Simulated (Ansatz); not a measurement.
# CHSi₂ (quartet): the correlation ladder, cc-pVDZ

An exercise on one series of results from a longer session: the logs are not shown, and one member is left open.

Program: Ansatz 0.2.0, Gaussian basis. Level of theory: cc-pVDZ, core rule «outside noble gas», up to 11 orbitals frozen. These are calculated values, not measurements.

To be run: UHF; CCSD(T) on ROHF; CCSD(T) on UHF; BCCD(T) on ROHF; CISD; CCSDT(Q) on ROHF; CCSDT(Q) on UHF.

27 further runs of the same task are left out: 1 for a known fault of the program, 11 that didn't finish, 15 set aside as unsound or not needed.

### The system

The geometry is a PBE0/def2-TZVP stationary point (not a proven minimum).

4 atoms, charge 0, spin multiplicity 4.

Atoms are counted from 1 here; the program's logs count them from 0.

Bond lengths: C1–Si2 1.685 Å, C1–H4 1.075 Å, Si2–Si3 2.242 Å. Angles: Si2–C1–H4 180.0°, C1–Si2–Si3 180.0°.

Set-up of the first run:

The input, in.yaml:

```yaml
crystal:
  periodic: [false, false, false]
  atoms:
    - {symbol: C, position_ang: [0.000000, 0.000000, 1.134195]}
    - {symbol: Si, position_ang: [0.000000, 0.000000, -0.550583]}
    - {symbol: Si, position_ang: [0.000000, 0.000000, -2.792583]}
    - {symbol: H, position_ang: [0.000000, 0.000000, 2.208970]}
basis:
  gaussian: {orbitals: cc-pVDZ}
magnetization: {spin_polarized: true, initial_magnetization: 3}
hamiltonian: {xc: hf}
output: {orbitals: {seedname: orbitals}}
```

Launch:

```sh
> ansatz run in.yaml --threads 1 --pin off --events-out ev --progress --plain --max-ram 2393MiB
```

Steps of the session up to this table: UHF; CCSD(T) on ROHF; CCSD(T) on UHF; BCCD(T) on ROHF; CISD; CCSDT(Q) on ROHF; CCSDT(Q) on UHF.

One of the session's tables, all rows but one given; the rest of the session is left out.

| method | from RCCSDT(Q) (meV) |
| --- | --- |
| ROHF | +8563.6 |
| UHF | +8045.5 |
| RMP2 | +1584.5 |
| UMP2 | +1840.2 |
| CISD | +1408.2 |
| RCCSD | +490.3 |
| UCCSD | +464.2 |
| RCCSD(T) | +100.6 |
| UCCSD(T) | +112.8 |
| BCCD(T) | ? |
| RCCSDT | +39.1 |
| UCCSDT | +34.8 |
| RCCSDT(Q) | 0 |
| UCCSDT(Q) | -2.8 |

Estimate the missing values for BCCD(T).

**Answer.** from RCCSDT(Q) (meV): +101.2. In the column «from RCCSDT(Q) (meV)» it lies between RCCSD(T) (+100.6) and UCCSD(T) (+112.8).

With the free atoms at the same levels and basis (separate runs), the atomisation energy is 9.121 eV at RCCSDT(Q), 9.055 eV at RCCSD(T), 9.040 eV at UCCSD(T), 6.447 eV at ROHF.

Caveats from the session: Restricted and unrestricted rows rest on different reference determinants; where their highest levels disagree by more than a few hundredths of an eV, they describe different states and don't form one ladder.
